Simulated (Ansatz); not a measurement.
CH5BO, closed shell: a nudged elastic band.

The input file, in.yaml:

```yaml
crystal:
  periodic: [false, false, false]
  atoms:
    - {symbol: B, position_ang: [-0.523664, -0.447113, -0.350577]}
    - {symbol: O, position_ang: [-0.410375, -1.661960, 0.237808]}
    - {symbol: C, position_ang: [0.350888, 0.790046, 0.042449]}
    - {symbol: H, position_ang: [0.895545, 1.156271, -0.834801]}
    - {symbol: H, position_ang: [-1.356858, -0.377843, -1.212295]}
    - {symbol: H, position_ang: [0.262133, -1.686640, 0.924801]}
    - {symbol: H, position_ang: [-0.293771, 1.620273, 0.351396]}
    - {symbol: H, position_ang: [1.076103, 0.606765, 0.841217]}
basis:
  gaussian: {orbitals: def2-SVP}
hamiltonian: {xc: pbe0, dispersion: d4}
neb:
  images: 5
  climbing: true
  max_iterations: 30
  initial_path: idpp
  final_atoms:
    - {symbol: B, position_ang: [-0.587251, 0.008995, -0.283805]}
    - {symbol: O, position_ang: [0.413591, -1.261533, -0.285917]}
    - {symbol: C, position_ang: [0.016325, 1.198088, 0.178667]}
    - {symbol: H, position_ang: [1.221297, -0.973364, 0.162611]}
    - {symbol: H, position_ang: [-1.636903, -0.382535, -0.689405]}
    - {symbol: H, position_ang: [0.045830, -2.013680, 0.194098]}
    - {symbol: H, position_ang: [-0.523543, 2.138160, 0.210665]}
```

Command:

```bash
ansatz run in.yaml --threads 2 --pin off --events-out ev --progress --plain --max-ram 4352MiB
```

What Ansatz 0.2.0 printed:

```
Error: invalid value for `neb.final_atoms`: lists 7 atoms but crystal.atoms has 8 — the final endpoint must contain the same atoms in the same order
```

The run took about 0.05 s on 2 CPU threads of an Arm Neoverse V1 (shared host).


The program refused the input. The final structure lists one atom fewer than the first.